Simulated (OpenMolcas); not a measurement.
**S2F2 (Difluorodisulfane): the vertical energy of the triplet above the singlet from total energies**

S2F2: 4 atoms, total charge 0, spin state singlet. SMILES: `FSSF`. The coordinates come from a GFN2-xTB relaxation.

```xyz
4

F    -1.8073   -0.2217   -0.6279
S    -0.4592    0.8055   -0.6237
S     1.0556   -0.3035   -0.2178
F     1.2109   -0.2803    1.4693
```

Both states at this one shape; open shells run unrestricted unless said. 1 Eh = 27.2114 eV.

```tsv
level	program	singlet S2F2 (Eh)	triplet S2F2 (Eh)
HF/STO-3G, open shells restricted	OpenMolcas	-982.339225	-982.169734
HF/STO-3G	OpenMolcas	-982.339225	-982.170388
PBE/STO-3G	OpenMolcas	-983.711977	-983.553541
B3LYP/STO-3G	OpenMolcas	-984.242840	-984.077834
```

Q: Work out the vertical gap, second state less first, at each level.

A: 
1. HF/STO-3G, open shells restricted: -982.169734 − (-982.339225) = 0.169491 Eh = 4.61 eV.
2. HF/STO-3G: -982.170388 − (-982.339225) = 0.168837 Eh = 4.59 eV.
3. PBE/STO-3G: -983.553541 − (-983.711977) = 0.158436 Eh = 4.31 eV.
4. B3LYP/STO-3G: -984.077834 − (-984.242840) = 0.165006 Eh = 4.49 eV.

No measured value is set beside it here; the levels span 4.31 to 4.61 eV. Minimal sets are far from the basis-set limit.
